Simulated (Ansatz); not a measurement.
Geometry optimisation, Ansatz, UKS LDA/def2-SVP.

input.yaml

```yaml
crystal:
  periodic: [false, false, false]
  atoms:
    - { symbol: O, position_ang: [-0.02143, 0.10178, 1.41445] }
    - { symbol: C, position_ang: [-0.9704, -0.39049, 0.95285] }
    - { symbol: Mg, position_ang: [-0.26848, -0.21485, -1.11031] }
    - { symbol: H, position_ang: [1.2603, 0.50356, -1.25699] }
magnetization:
  spin_polarized: true
  initial_magnetization: 1
basis:
  gaussian: { orbitals: def2-SVP }
hamiltonian:
  xc: lda
relax:
  f_tol: 0.02
  max_steps: 50
```

Run as:

```bash
$ ansatz run input.yaml --threads 1 --pin off --max-ram 2048MiB --backend cpu --events-out ev --progress --plain --runs-dir out
```

Where does it end, and by what steps?

The forces met the threshold. After 23 steps the energy has fallen by 0.484 eV; O1 moved furthest, 1.22 Å. Parted: O1–Mg3.

```tsv
step	energy less start (eV)	largest force component (eV/Å)	accepted
0	0.0000	0.666	yes
1	-0.0897	0.290	yes
2	-0.1190	0.264	yes
3	-0.1050	1.483	no
4	-0.1229	0.068	yes
5	-0.1275	0.135	yes
6	-0.1287	0.175	yes
7	-0.1294	0.056	yes
8	-0.1301	0.068	yes
9	-0.1313	0.162	yes
10	-0.1330	0.437	yes
11	-0.1386	0.821	yes
12	-0.1284	3.029	no
13	-0.1671	0.605	yes
14	-0.2085	0.900	yes
15	-0.2572	2.894	yes
16	-0.3314	3.244	yes
17	-0.4136	0.759	yes
18	-0.4279	2.332	yes
19	-0.4780	0.192	yes
20	-0.4807	0.068	yes
21	-0.4833	0.058	yes
22	-0.4841	0.039	yes
23	-0.4841	0.009	yes
```

```xyz
4
Properties=species:S:1:pos:R:3
O -0.994 -0.311 2.031
C -0.642 -0.117 0.945
Mg 0.840 0.020 -0.655
H 0.797 0.407 -2.322
```

Whether the end is a true minimum wasn't checked by a vibrational analysis.

Run time: 20 s on 1 thread of Intel(R) Xeon(R) CPU @ 2.60GHz (Ice Lake), on a shared host, peak memory 0.15 GiB.
